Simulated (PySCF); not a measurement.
A GIAO shielding run with PySCF 2.14 (density fitting, non-relativistic, gas phase) on `F[C@@H]1COCO1`, C$_{3}$H$_{5}$FO$_{2}$:

```
$ OMP_NUM_THREADS=1 python probes_run.py task.json out

{"job": {"kind": "nmr", "xc": "WP04", "basis": "pcSseg-2", "pop": false}, "charge": 0, "multiplicity": 1}
F     -0.485825     1.915828     0.207015
C     -0.265124     0.821688    -0.592519
C     -1.003200    -0.393134    -0.003706
O      0.021542    -1.287281     0.348282
C      1.180587    -0.524495     0.430527
O      1.057645     0.455845    -0.573459
H     -0.547584     1.106334    -1.617076
H     -1.677451    -0.879463    -0.723275
H     -1.586739    -0.057168     0.872689
H      2.058780    -1.150072     0.219901
H      1.280491    -0.039014     1.423981
```

Hardware: 1 thread of an Arm Neoverse N1, shared host. The job also computes ring-centre shieldings.

Task: How large is the calculation?

Result: 48 electrons, 286 basis functions and 753 auxiliary functions.

Task: How long does it take, and how much memory does it need?

Result: 64 s of wall time, with 15 SCF cycles and 4 response iterations; peak memory 1.2 GiB. Times on a shared host scatter by some tens of per cent.

Task: And these other runs on the same molecule and hardware: GIAO shielding at B3LYP/pcSseg-2; GIAO shielding at B97-D/pcSseg-2; GIAO shielding at BLYP/pcSseg-2; GIAO shielding at BP86/pcSseg-2; GIAO shielding at HF/pcSseg-2; GIAO shielding at KT2/pcSseg-2?

Result: B3LYP/pcSseg-2: 286 functions, 62 s; B97-D/pcSseg-2: 286 functions, 78 s; BLYP/pcSseg-2: 286 functions, 82 s; BP86/pcSseg-2: 286 functions, 77 s; HF/pcSseg-2: 286 functions, 34 s; KT2/pcSseg-2: 286 functions, 81 s.
